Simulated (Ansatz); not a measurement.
**CH₃BN radical (SMILES [BH]C=N): one structure at several levels**

The atoms stand at a structure displaced at random from a GFN2-xTB minimum. How far do the functionals agree with CCSD(T) there?

Computed with Ansatz 0.2.0, Gaussian basis. Level: single points in def2-TZVPP.

Correlated methods freeze the cores. Orbitals are unrestricted.

## 1. Starting geometry

SMILES `[BH]C=N`, 6 atoms, charge 0, spin multiplicity 2.

Atoms are counted from 1 here; the program's logs count them from 0.

Bond lengths: B1–C2 1.599 Å, B1–H4 1.072 Å, C2–N3 1.305 Å, C2–H5 1.167 Å, N3–H6 0.947 Å. Angles: C2–B1–H4 163.9°, B1–C2–N3 133.4°, B1–C2–H5 94.2°, N3–C2–H5 131.3°, C2–N3–H6 96.4°.

Geometry (Å):

```
B    -1.16020    0.22770   -0.63050
C     0.23920    0.05490    0.12300
N     0.57570   -0.41450    1.29370
H    -1.96410    0.16480   -1.33660
H     0.87730    0.28940   -0.82580
H     1.51090   -0.31610    1.18190
```

## 2. CCSD(T)/def2-TZVPP

run/in.yaml reads:

```yaml
crystal:
  periodic: [false, false, false]
  atoms:
    - {symbol: B, position_ang: [-1.160200, 0.227700, -0.630500]}
    - {symbol: C, position_ang: [0.239200, 0.054900, 0.123000]}
    - {symbol: N, position_ang: [0.575700, -0.414500, 1.293700]}
    - {symbol: H, position_ang: [-1.964100, 0.164800, -1.336600]}
    - {symbol: H, position_ang: [0.877300, 0.289400, -0.825800]}
    - {symbol: H, position_ang: [1.510900, -0.316100, 1.181900]}
basis:
  gaussian: {orbitals: def2-TZVPP}
magnetization: {spin_polarized: true, initial_magnetization: 1}
correlation: {method: ccsd_t}
scf: {omitted_lower_state_checks: [cluster_reference]}
output: {forces: true}
```

The command line of these runs was not kept.

## 3. PBE0-D4/def2-TZVPP

run/in.yaml, as its differences from that of step 2:

```diff
@@ -12,4 +12,3 @@
 magnetization: {spin_polarized: true, initial_magnetization: 1}
-correlation: {method: ccsd_t}
-scf: {omitted_lower_state_checks: [cluster_reference]}
-output: {forces: true}
+hamiltonian: {xc: pbe0, dispersion: d4}
+output: {forces: true, orbitals: {seedname: orbitals}}
```

## 4. wB97M-V/def2-TZVPP

run/in.yaml, as its differences from that of step 3:

```diff
@@ -12,3 +12,3 @@
 magnetization: {spin_polarized: true, initial_magnetization: 1}
-hamiltonian: {xc: pbe0, dispersion: d4}
-output: {forces: true, orbitals: {seedname: orbitals}}
+hamiltonian: {xc: {name: wB97M-V}}
+output: {forces: true}
```

## 5. r2SCAN-D4/def2-TZVPP

run/in.yaml, as its differences from that of step 4:

```diff
@@ -12,3 +12,3 @@
 magnetization: {spin_polarized: true, initial_magnetization: 1}
-hamiltonian: {xc: {name: wB97M-V}}
+hamiltonian: {xc: r2scan, dispersion: d4}
 output: {forces: true}
```

## 6. PBE-D4/def2-TZVPP

run/in.yaml, as its differences from that of step 5:

```diff
@@ -12,3 +12,3 @@
 magnetization: {spin_polarized: true, initial_magnetization: 1}
-hamiltonian: {xc: r2scan, dispersion: d4}
+hamiltonian: {xc: pbe, dispersion: d4}
 output: {forces: true}
```

## 7. wB97X-V/def2-TZVPP

run/in.yaml, as its differences from that of step 6:

```diff
@@ -12,3 +12,3 @@
 magnetization: {spin_polarized: true, initial_magnetization: 1}
-hamiltonian: {xc: pbe, dispersion: d4}
+hamiltonian: {xc: {name: wB97X-V}}
 output: {forces: true}
```

## 8. r2SCANh-D4/def2-TZVPP

run/in.yaml, as its differences from that of step 7:

```diff
@@ -12,3 +12,3 @@
 magnetization: {spin_polarized: true, initial_magnetization: 1}
-hamiltonian: {xc: {name: wB97X-V}}
+hamiltonian: {xc: {name: r2SCANh}, dispersion: d4}
 output: {forces: true}
```

(Steps that only read results are left out.)

Q: Predict the outcome of this session. Wanted: energy less free atoms, CCSD(T)/def2-TZVPP; RMS force component; RMS force error; HOMO and LUMO, PBE0-D4; T1 diagnostic.

The runs gave:

```
                                  quantity                                                                                              value
energy less free atoms, CCSD(T)/def2-TZVPP                                                                                     -1933.5 kJ/mol
                       RMS force component                                                               2.548 to 2.656 eV/Å over the methods
                           RMS force error  PBE0-D4 0.220, wB97M-V 0.187, r2SCAN-D4 0.179, PBE-D4 0.221, wB97X-V 0.169, r2SCANh-D4 0.204 eV/Å
                    HOMO and LUMO, PBE0-D4                                                                                 -5.72 and -2.23 eV
                             T1 diagnostic                                                                                              0.038
```

What this shows: Against CCSD(T) the functionals' energies less atoms differ by -183.4 to -84.6 kJ/mol, PBE-D4 by -183.4 kJ/mol. CCSD(T) in triple zeta still lacks some correlation energy of the bonds, so part of these gaps is its own basis error and they don't rank the functionals. The forces of wB97X-V come nearest to CCSD(T), those of PBE-D4 are farthest. Frozen-core CCSD(T) forces in triple zeta carry basis errors of their own, and this is one geometry, so small gaps rank nothing. The unrestricted reference is spin-contaminated, which hurts MP2 most.
